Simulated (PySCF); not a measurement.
**Excited states of `CC(C)=C=CF`, C₅H₇F**

The calculation used PySCF, TDA CAM-B3LYP/def2-TZVPD excited states, vertical, gas phase. Geometry: PBE0-D3(BJ)/def2-TZVP.

Input:
```
{"job": {"kind": "states", "xc": "CAM-B3LYP", "basis": "def2-TZVPD", "tda": true, "soc": true, "nstates": 6, "ntriplets": 5, "nquad": 4}, "charge": 0, "multiplicity": 1}
C      0.043974     1.586911     0.718046
C     -0.120781     0.141467     0.353707
C     -1.436956    -0.490367     0.697006
C      0.830698    -0.531186    -0.235811
C      1.793448    -1.214906    -0.773298
F      1.956307    -1.319537    -2.109631
H     -0.723024     2.190075     0.222470
H     -0.090403     1.722433     1.795738
H      1.024736     1.965242     0.434844
H     -1.472714    -1.536467     0.397678
H     -2.252865     0.045884     0.202620
H     -1.617822    -0.423687     1.774360
H      2.551831    -1.762353    -0.225850
```
Coordinates are in Å.

Command: `OMP_NUM_THREADS=1 python excited_run.py task.json out`

(1) Show the output.

## Answers

(1) H and L stand for HOMO and LUMO.
```
coarse grid: 10856 points
cycle   1  E = -294.4515373086  dE =  8.249e-01  |g| = 5.243e-01  |ddm| = 4.430e+00
cycle   2  E = -294.4471007089  dE =  4.437e-03  |g| = 6.165e-01  |ddm| = 2.375e+00
cycle   3  E = -294.5051411375  dE = -5.804e-02  |g| = 5.603e-02  |ddm| = 5.410e-01
cycle   4  E = -294.5055824720  dE = -4.413e-04  |g| = 2.926e-02  |ddm| = 1.269e-01
cycle   5  E = -294.5057556552  dE = -1.732e-04  |g| = 9.252e-03  |ddm| = 6.489e-02
cycle   6  E = -294.5057720772  dE = -1.642e-05  |g| = 2.272e-03  |ddm| = 1.616e-02
cycle   7  E = -294.5057734149  dE = -1.338e-06  |g| = 7.083e-04  |ddm| = 5.559e-03
final grid: 105248 points
cycle   8  E = -294.5026537016  dE = -4.827e-05  |g| = 4.461e-03  |ddm| = 6.534e-01
cycle   9  E = -294.5026540202  dE = -3.186e-07  |g| = 4.462e-03  |ddm| = 4.880e-02
cycle  10  E = -294.5026577364  dE = -3.716e-06  |g| = 6.908e-04  |ddm| = 6.781e-03
cycle  11  E = -294.5026578050  dE = -6.858e-08  |g| = 2.181e-04  |ddm| = 2.168e-03
cycle  12  E = -294.5026578135  dE = -8.535e-09  |g| = 4.450e-05  |ddm| = 1.089e-03
cycle  13  E = -294.5026578139  dE = -4.356e-10  |g| = 1.571e-05  |ddm| = 1.691e-04
converged SCF energy = -294.5026578139

Singlet excitations
state   eV       nm        f     d(h-e)  d(exc)  Lambda  PR(NTO)  |dmu|/D   mu/D   main configurations
  1   5.2849   234.6   0.00214   0.759   2.651   0.400   1.018    1.599    1.490   H->L 0.51, H->L+1 0.39
  2   6.4922   191.0   0.00012   0.901   2.635   0.381   1.034    2.354    4.657   H-1->L+4 0.51, H-1->L+2 0.42
  3   6.7236   184.4   0.04527   0.981   3.724   0.386   1.024    2.534    1.355   H->L 0.39, H->L+1 0.33, H->L+3 0.23
  4   6.8206   181.8   0.03635   0.407   3.666   0.570   1.026    1.877    1.390   H-1->L 0.74, H-1->L+1 0.17
  5   7.1900   172.4   0.14867   0.190   3.225   0.571   1.604                     H-1->L+1 0.59, H->L+2 0.18, H-1->L 0.13
  6   7.5609   164.0   0.00013   0.708   4.256   0.338   1.012                     H->L+3 0.63, H->L+1 0.20

Triplet excitations (Tamm-Dancoff)
state   eV     d(h-e)  d(exc)  Lambda  PR(NTO)   main configurations
  1   4.3361   0.060   2.281   0.567   1.123   H-1->L 0.38, H-1->L+1 0.38
  2   4.7580   0.125   2.153   0.596   1.123   H->L+4 0.52, H->L+2 0.31
  3   4.8991   0.777   2.602   0.397   1.012   H->L 0.49, H->L+1 0.40
  4   6.0965   0.936   2.563   0.383   1.017   H-1->L+4 0.55, H-1->L+2 0.38
  5   6.6077   0.833   3.615   0.383   1.008   H->L 0.41, H->L+1 0.27, H->L+3 0.26
S1 - T1 = 0.9488 eV

Spin-orbit couplings |<S|Hso|T>| (cm-1)
             T1       T2       T3       T4       T5
S0        0.071    0.068   11.833   14.185    7.239
S1        7.115    7.378    0.171    0.060    0.662
S2        7.401    3.748    0.107    0.096    0.071
S3        0.610    5.140    0.397    0.030    0.027
S4        0.251    0.105    2.286    2.562    5.587
S5        0.555    0.125    6.753    9.149    2.266
S6        1.173    4.485    2.226    0.341    0.334
T1 sublevels (cm-1): 0.000 0.005 0.007   radiative rates (1/s): 0.389 0.0241 0.243
```

It took 55 s wall time on 1 thread of an Arm Neoverse V1, shared host, peak memory 1.1 GiB.
